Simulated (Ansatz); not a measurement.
**SiNH2+ (triplet): wave-function methods side by side, def2-TZVPP**

The task here is to estimate one member of a computed series from the others.

Method: def2-TZVPP, core rule «outside noble gas», up to 6 orbitals frozen; program: Ansatz 0.2.0, Gaussian basis.

The runs, in order: UHF; ROHF; CCSD(T) on UHF.

### The system

The geometry is a PBE0/def2-TZVP stationary point (not a proven minimum) of the parent state, kept for this charge and spin.

4 atoms, charge 1, spin multiplicity 3.

Atoms are counted from 1 here; the program's logs count them from 0.

Bond lengths: Si1–N2 1.849 Å, Si1–H3 1.470 Å, Si1–H4 1.470 Å. Angles: N2–Si1–H3 117.7°, N2–Si1–H4 117.7°, H3–Si1–H4 124.6°.

Set-up of the first run:

Input file in.yaml:

```yaml
crystal:
  periodic: [false, false, false]
  atoms:
    - {symbol: Si, position_ang: [0.000000, 0.000000, 0.555774]}
    - {symbol: N, position_ang: [0.000000, 0.000000, -1.292740]}
    - {symbol: H, position_ang: [0.000000, 1.301958, 1.239079]}
    - {symbol: H, position_ang: [0.000000, -1.301958, 1.239079]}
basis:
  gaussian: {orbitals: def2-TZVPP}
total_charge: 1
magnetization: {spin_polarized: true, initial_magnetization: 2}
hamiltonian: {xc: hf}
output: {orbitals: {seedname: orbitals}}
```

The run is started by

```
$ ansatz run in.yaml --threads 1 --pin off --events-out ev --progress --plain --max-ram 4096MiB --backend cpu
```

Among the steps run: UHF; ROHF; CCSD(T) on UHF.

One table of the session follows, with a row left open; its other results are not shown here.

```
  method  from UCCSD(T) (kJ/mol)
    ROHF                  +700.8
     UHF                       ?
    UMP2                  +115.1
   UCCSD                   +21.5
UCCSD(T)                       0
```

Q: Estimate the row for UHF from the others.

The run gave: from UCCSD(T) (kJ/mol): +683.6. In the column «from UCCSD(T) (kJ/mol)» it lies between UMP2 (+115.1) and ROHF (+700.8).
